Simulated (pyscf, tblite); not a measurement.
HO–SiH₂• -> [O=SiH]• + H₂: energy along the mass-weighted descent from the GFN2-xTB with spin polarisation saddle (tblite), relative to the relaxed reactant side.

```
s (amu^1/2 bohr) | E (kcal/mol)
    -4.29 |  0.2
    -4.08 |  0.4
    -3.83 |  0.5
    -3.52 |  0.8
    -2.88 | # 2.4
    0.000 | ############################## 62.5
     2.70 | ############ 24.5
     3.47 | ########### 22.8
     3.93 | ########### 22.1
     4.29 | ########## 21.8
     4.57 | ########## 21.6
```

### Question
The GFN2-xTB with spin polarisation barrier from the reactant side is 62.5 kcal/mol. What does ωB97X-D3(BJ) (PySCF) give from its own reactant-side minimum, in def2-SVP and in def2-TZVP?

### Answer
66.6 kcal/mol in the double-zeta basis after reoptimising the saddle, and 63.9 kcal/mol in the triple-zeta single point, so the tight-binding barrier lies 1.4 kcal/mol under the latter. The imaginary mode goes from 2122i to 1621i cm⁻¹.
